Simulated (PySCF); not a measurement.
Excitations are Tamm–Dancoff values on a coarser integration grid.

Cartesian coordinates (Å):
```xyz
7

C      1.6931     0.1547     0.0153
C      0.4981     0.0455     0.0045
C     -0.9455    -0.0864    -0.0086
H      2.7527     0.2516     0.0249
H     -1.3715     0.2062     0.9540
H     -1.3870     0.5476    -0.7810
H     -1.2399    -1.1192    -0.2092
```
Charge 0, multiplicity 1.

### Question
Predict the T1 excitation (TDA), total energy, dipole moment, LUMO, S1 excitation (TDA), S1 oscillator strength, S1–T1 gap (TDA) and HOMO from PBE-D3(BJ)/def2-TZVPD // PBE0-D3(BJ)/def2-TZVPD (PySCF).

### Answer

| Property | Result |
|---|---|
| T1 excitation (TDA) | 5.48 eV |
| total energy | -3171.16 eV |
| dipole moment | 0.86 D |
| LUMO | -0.18 eV |
| S1 excitation (TDA) | 6.34 eV |
| S1 oscillator strength | 0.005 |
| S1–T1 gap (TDA) | 0.86 eV |
| HOMO | -6.50 eV |
